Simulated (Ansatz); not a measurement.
InH₄⁺, triplet: the ladder up to full CI

Geometry: a PBE0/def2-TZVP stationary point for this spin, not checked as a minimum.

```xyz
5

In    0.0000    0.0000    0.0000
H     0.7014    0.7153    1.4929
H    -0.7091   -0.7053    1.4940
H    -0.7064    0.7002   -1.4977
H     0.7142   -0.7103   -1.4892
```

Basis def2-SVP with its core potentials; Ansatz 0.2.0. Only valence electrons are correlated (noble-gas cores and the filled d shells of p-block atoms frozen), which leaves 6 electrons in 37 orbitals. Prefix R: restricted or restricted open-shell reference; prefix U: unrestricted. Active spaces: valence = (6e, 8o) chosen from the atoms' valence shells. No spin–orbit coupling is included; scalar relativity enters through the core potentials alone.

Full CI is exact within this basis and frozen core; it isn't the basis-set limit. The frozen core follows each run's orbitals, which can shift R against U totals by a few meV for light atoms and by up to 0.1 eV past Ca.

* UHF ⟨S²⟩: 2.063
* T1 diagnostic (RCCSD): 0.0302
* largest doubles amplitude (RCCSD): 0.078

```
   level  E − E(RHF) (eV)
    RMP2          -2.0538
   RCCSD          -2.7136
RCCSD(T)          -2.7656
```

(1) Estimate how far full CI in def2-SVP lies from RCCSD(T). The table doesn't fix it; the size of (T) and the diagnostics are the guide.

(1) Full CI in def2-SVP lies 0.85 mEh below RCCSD(T), which is 44 % of the (T) step (-1.91 mEh). T1 is raised, and the rest is a large part of (T).

The other levels:

```
                   level  E − E(full CI) (mEh)  share of correlation (%)  wall time
                 BCCD(T)                  0.82                     99.20      1.3 s
                  RCCSDT                  0.05                     99.95          –
               RCCSDT(Q)                  0.01                     99.99      9.5 s
  CASSCF (valence space)                 36.05                     64.82          –
  NEVPT2 (valence space)                  9.77                     90.47      3.1 s
  MRCISD (valence space)                  0.35                     99.66          –
MRCISD+Q (valence space)                 -0.40                    100.39      3.9 s
```

The correlation energy at full CI, counted from RHF, is -2.789 eV. That run took 2.3 min on 1 thread of Arm Neoverse V2, shared host over 15,084,856 determinants.

Run but not shown, since their state or frozen core can't be matched to the reference's or they repeat it: UHF, UMP2, UCCSD, UCCSD(T), UCCSDT, UCCSDT(Q).

Times hold each run's SCF and search for its determinant on a shared host, so for small cases they say little of a method's own cost; they ran on 1 thread of Arm Neoverse V2.

More than 5 meV below full CI, which no variational method can be: MRCISD+Q (valence space).

The full-CI state has the irrep A2 of C2v, in the program's axes (one component, if the state is degenerate).

Natural occupations of full CI about the gap: 1.950 1.920 0.997 0.997 0.053 0.018 0.017 0.017 0.005 0.004; effectively unpaired electrons, Σ n²(2−n)², 2.05.
